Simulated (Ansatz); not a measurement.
Molecule: methylidyne radical, CH, charge 0, multiplicity 2. 
Structure (B3LYP-D3(BJ)/def2-TZVP (Ansatz, an electronic-structure program) minimum search):
```
C
H 1 1.1235
```
Charge 0, spin multiplicity 2.

Property: vertical electron affinity (to the triplet state of charge -1; a negative value means that the extra electron is unbound and the number depends on the basis; each state is the SCF solution reached for its spin; the UHF <S^2> is 1.10 for the doublet (pure: 0.75); for the doublet T1 is 0.109), in eV. Valence correlation only, unless marked. Open shells are spin-unrestricted. Spin-orbit coupling is left out. Non-relativistic. Anions need diffuse functions: aug- sets have them; def2-D sets add few. Basis-set limits of correlation are two-point, X^-3; Hartree-Fock from the larger set.

```json
[
 {"level": "r2SCAN/def2-TZVPD", "program": "Ansatz", "vertical electron affinity (eV)": "1.26"},
 {"level": "B3LYP/def2-TZVPD", "program": "Ansatz", "vertical electron affinity (eV)": "1.14"}
]
```

Question: Estimate the value at CCSD(T)/CBS(aug-cc-pVTZ,aug-cc-pVQZ) as computed with Ansatz.

Answer: 1.19 eV, so B3LYP/def2-TZVPD differs from it by -0.05 eV.
